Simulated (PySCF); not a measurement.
# Stretching MgC

Set-up: basis Mg 6-311G(d,p), C 6-311G(d,p); no relativity; PySCF 2.14. Energies in eV from Mg + C in their ground configurations at the same level. All curves are PBE0. state 1: Ms = 1 determinant of mixed spin (⟨S²⟩ near 2.6), unpaired electrons π ↑↑; state 2: Ms = 0 determinant of mixed spin (⟨S²⟩ near 1.5), unpaired electrons π ↑↓, a mixture of terms (⟨Lz²⟩ = 2.0), a second solution, started from another occupation; state 3: ³Π (triplet), unpaired electrons σ ↑, π ↑, a second solution, started from another occupation; state 4: Ms = 1 determinant of mixed spin (⟨S²⟩ near 3.0), unpaired electrons σ ↑↑, π ↑↓, a mixture of terms (⟨Lz²⟩ = 2.0), a second solution, started from another occupation.

```
R (Å)  state 1  state 2  state 3  state 4
1.803   -1.130   -0.471   0.8818   0.1929
1.887   -1.435   -0.780   0.3763  -0.1011
1.971   -1.601   -0.949   0.0365  -0.2546
2.034   -1.658   -1.010  -0.1370  -0.3014
2.097   -1.673   -1.028  -0.2576  -0.3040
2.160   -1.655   -1.014  -0.3368  -0.2725
2.244   -1.594   -0.959  -0.3944  -0.1913
2.349   -1.479   -0.854  -0.4131  -0.0467
2.474   -1.313   -0.702  -0.3890   0.1639
2.642   -1.082   -0.497  -0.3226   0.4702
```

**Question.** Put a parabola through the three lowest points of the state 1 curve and estimate Re, k and ωe (reduced mass 7.998 u; 1 eV/Å² = 0.16022 mdyn/Å; ωe = 1302.8·√(k/μ) cm⁻¹).

**Answer.** Through R = 2.034, 2.097, 2.16 Å the second-order coefficient is 4.16 eV/Å², so Re ≈ 2.094 Å, k ≈ 1.33 mdyn/Å and ωe ≈ 532 cm⁻¹. A polynomial fit of higher order to the unrounded PBE0 energies gives Re = 2.091 Å, k = 1.36 mdyn/Å, ωe = 536 cm⁻¹; anharmonicity and rounding make the difference.

The higher-order fit for each curve: state 1: Re = 2.091 Å, ωe = 536 cm⁻¹, De = 1.67 eV; state 2: Re = 2.098 Å, ωe = 524 cm⁻¹, minimum 1.03 eV below the ground-state fragments; state 3: Re = 2.340 Å, ωe = 340 cm⁻¹, minimum 0.413 eV below the ground-state fragments; state 4: Re = 2.069 Å, ωe = 572 cm⁻¹, minimum 0.308 eV below the ground-state fragments.

The state was picked by a PBE0 search and need not be the measured ground state.
